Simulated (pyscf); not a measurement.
A first-order saddle from PySCF, ωB97X-D3(BJ)/def2-SVP:

```xyz
10

Sn    -0.4357     0.4777    -0.4550
Sn     0.3677    -1.4438     1.2961
H     -1.9681     0.9223     0.8462
H     -1.5637     0.0388    -1.6561
H      0.9077     1.2345    -1.2023
H      1.6172    -2.3891     0.6143
H     -0.9515    -2.4482     1.6961
H      0.9530    -0.6865     2.7078
F     -0.8381     2.5728     0.2026
H     -1.6043     1.8702     0.6919
```
Charge 0, spin multiplicity 1.

Surface: singlet, charge 0. Lowest wavenumbers (cm⁻¹): 1094i, 35, 67, 194, 205.

Q: Name the species on either side of this saddle.

A: `[SnH3][SnH3]` + `[FH]` <-> `[F][SnH2][SnH3]` + `[H][H]`, a four-centre exchange read from left to right: H–Sn, F–H broken and F–Sn, H–H formed. At ωB97M-D3(BJ)/def2-TZVP it lies +27.1 kcal/mol from the left side and +35.6 kcal/mol from the right (each side as separated species at their lowest minima found). At the saddle there is also a short H–Sn contact that neither side keeps. One saddle was located; it need not be the lowest between these sides. Elements past Kr carry the def2 core potentials, without spin-orbit coupling.
